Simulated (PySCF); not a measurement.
## PH₄⁺, singlet: the ladder up to full CI

Geometry: a PBE0/def2-TZVP stationary point for this spin, not checked as a minimum.

```xyz
5

P     0.0000    0.0000    0.0000
H     0.8072    0.8103    0.8085
H    -0.8110   -0.8062    0.8088
H    -0.8063    0.8070   -0.8126
H     0.8101   -0.8111   -0.8047
```

Basis 6-31G; PySCF 2.14.0. Correlated methods freeze the noble-gas cores, which leaves 8 electrons in 16 orbitals. R marks a restricted (for open shells ROHF) determinant.

Full CI is exact within this basis and frozen core; it isn't the basis-set limit.

The UHF ⟨S²⟩ is 0.000, the T1 diagnostic (ROHF- or RHF-based CCSD) is 0.0039 and the largest doubles amplitude (ROHF- or RHF-based CCSD) is 0.030.

```csv
level,E − E(full CI) (kJ/mol),share of correlation (%),wall time
RHF,242.3,0.00,–
RMP2,65.4,72.98,–
RCCSD,2.7,98.89,–
RCCSD(T),0.7,99.73,0.26 s
RCCSDT,0.1,99.97,–
RCCSDT(Q),0.0,100.00,0.61 s
```

The correlation energy at full CI, counted from RHF, is -2.511 eV. The search over symmetries took 8.2 s on 1 thread of Intel Xeon, shared host; the state has 828,688 determinants.

Times are those of the correlated step on a shared host, with one SCF added for the restricted CCSD run; they ran on 1 thread of Intel Xeon.

The full-CI state has the irrep A of D2, in the program's axes (one component, if the state is degenerate).

Natural occupations of full CI about the gap: 1.982 1.965 1.965 1.965 0.029 0.026 0.026 0.026 0.004 0.004; effectively unpaired electrons, Σ n²(2−n)², 0.03.
